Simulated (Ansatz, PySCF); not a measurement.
Species: ketene, C2H2O (charge 0, singlet). 
Geometry from a B3LYP-D3(BJ)/def2-TZVP (Ansatz, a first-principles code) optimisation:
SMILES: C=C=O
```xyz
5

C      0.0091     0.0017    -1.2056
C     -0.0008    -0.0001     0.1027
H      0.0282     0.9401    -1.7377
H     -0.0018    -0.9351    -1.7406
O     -0.0096    -0.0018     1.2620
```

Total electronic energies in hartree. Valence correlation only, unless marked. No spin-orbit coupling. No relativistic terms. CBS marks a two-point X^-3 extrapolation of the correlation energy; Hartree-Fock from the larger set. [CCSD(T)-MP2]/basis is that difference in the basis named.

```csv
level,program,energy (Eh)
HF/aug-cc-pVDZ,Ansatz,-151.74851
HF/cc-pVTZ,Ansatz,-151.78469
RI-HF/aug-cc-pVTZ,Ansatz,-151.78658
PBE-D3(BJ)/def2-TZVPD,Ansatz + dftd3,-152.49259
PBE-D4/def2-TZVPD,Ansatz + dftd4,-152.49236
BLYP/def2-TZVPD,PySCF,-152.63426
BP86-D4/def2-TZVPD,PySCF + dftd4,-152.67143
BP86/def2-TZVPD,PySCF,-152.66902
B3LYP-D4/def2-TZVPD,Ansatz + dftd4,-152.67301
PBE0-D4/def2-TZVPD,Ansatz + dftd4,-152.49028
PBE0/def2-TZVPD,Ansatz,-152.48872
PW6B95-D4/def2-TZVPD,PySCF + dftd4,-152.85057
PW6B95/def2-TZVPD,PySCF,-152.84885
wB97X-V/def2-TZVPD,Ansatz,(withheld)
B2PLYP-D4/def2-TZVPD,Ansatz + dftd4,(withheld)
RPA@PBE/cc-pVTZ,Ansatz,-152.59610
"RI-MP2/CBS(aug-cc-pVTZ,aug-cc-pVQZ)",Ansatz,-152.4007
CCSD/cc-pVDZ,Ansatz,-152.19160
CCSD/aug-cc-pVTZ,Ansatz,-152.34159
CCSD(T)/cc-pVDZ,Ansatz,-152.20848
CCSD(T) with core electrons/cc-pwCVTZ,Ansatz,-152.51836
"RI-MP2/CBS(cc-pVTZ,cc-pVQZ)+[CCSD(T)-MP2]/cc-pVDZ",Ansatz,-152.4317
"CCSD(T)/CBS(cc-pVTZ,cc-pVQZ)",Ansatz,-152.4286
```

### Question
Fill in the missing entries.

### Answer

- wB97X-V/def2-TZVPD, energy (Eh): -152.61218
- B2PLYP-D4/def2-TZVPD, energy (Eh): -152.55094
